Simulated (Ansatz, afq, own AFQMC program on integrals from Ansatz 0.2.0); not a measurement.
# P, quartet, reference energies and how methods fare

A free P atom.

Basis cc-pVTZ. Only valence electrons are correlated. Ansatz 0.2.0 and our own AFQMC program on the same integrals; the CISD trial comes from CCSD amplitudes, and released means the phaseless constraint is let go. ± is one standard error of the sampling.

Best estimates are CCSD(T) at the basis-set limit (def2-TZVPP/QZVPP) plus the step from CCSD(T) to the highest rung at hand in cc-pVTZ, named in the table (released AFQMC can keep some 10 meV of bias). No zero-point, core-correlation or spin–orbit terms. Other levels are in cc-pVTZ; a dash marks a level that is missing or breaks spin symmetry for a member.

Cautions: P⁺ (quintet): another spin lies lower; row 1: this isn't the first ionization; row 1: core correlation is missing, and it shifts such a gap most where an s electron is promoted.

| process | PBE0 (kJ/mol) |
| --- | --- |
| to charge +1, quintet (vertical) | 1544 |
| to charge +1, triplet (vertical) | 1016 |

(1) From these values, estimate the best estimates.

(1) 
```json
{"process": "to charge +1, quintet (vertical)", "best estimate (kJ/mol)": "1541", "highest rung": "FCI"}
{"process": "to charge +1, triplet (vertical)", "best estimate (kJ/mol)": "1016", "highest rung": "FCI"}
```

Errors against the best estimates in kJ/mol, in the same order:

```json
{"level": "MP2", "error, 1": "-51", "error, 2": "-5"}
{"level": "CCSD(T)", "error, 1": "-17", "error, 2": "-7"}
{"level": "ph-AFQMC/CISD", "error, 1": "-15 ± 0.1", "error, 2": "-7 ± 0.2"}
{"level": "CCSD(T)/CBS", "error, 1": "-2", "error, 2": "0"}
{"level": "PBE", "error, 1": "19", "error, 2": "-4"}
{"level": "r2SCAN", "error, 1": "-42", "error, 2": "10"}
{"level": "PBE0", "error, 1": "3", "error, 2": "0"}
{"level": "B3LYP", "error, 1": "43", "error, 2": "-14"}
{"level": "wB97M-V", "error, 1": "25", "error, 2": "-27"}
{"level": "B2PLYP", "error, 1": "16", "error, 2": "-19"}
```

Cost at the first geometry (cards were shared with other jobs): PBE0/cc-pVTZ, 0.21 s on 1 thread of AMD EPYC 7R13 Processor (Zen 3) (shared host); UCCSD(T)/cc-pVTZ, 2.8 s on 1 × NVIDIA H100 80GB HBM3 with 1 thread of AMD EPYC 7R13 Processor (Zen 3), with other jobs on the host; CCSD(T)/def2-QZVPP, 2.4 s on 1 × NVIDIA H100 80GB HBM3 with 1 thread of AMD EPYC 7R13 Processor (Zen 3) (shared host); CCSDT(Q), 2.3 s on 1 × NVIDIA H100 80GB HBM3 with 1 thread of AMD EPYC 7R13 Processor (Zen 3) (shared host); ph-AFQMC/CISD with release, 29 s on 1 × NVIDIA H100 80GB HBM3 with 2 threads of AMD EPYC 7R13 Processor (Zen 3), with other jobs on the host.

Best estimates are given only where the step beyond CCSD(T) is under 0.3 eV and no member's determinant is very poor (T1 over 0.05, or 0.07 for open shells, ⟨S²⟩ too high by 0.3, two states mixed), so the hardest cases are missing from such tables.

The functionals ran in a triple-zeta set and keep a basis error of their own, a few kJ/mol for each bond in atomization energies and more for double hybrids, so close places among them and the extrapolated levels can swap.

CCSDT and higher add their correlation energy to the determinant of the CCSD(T) run, since their own runs factorise the integrals more tightly (a shift of under 2 meV). Each member of a difference takes its own highest rung, so a best estimate needn't equal the limit plus the step of one row. A walk keeps the symmetry of its determinant, which the program's search chose and which needn't be the lowest solution, so a lower state of the same spin and another symmetry isn't excluded.
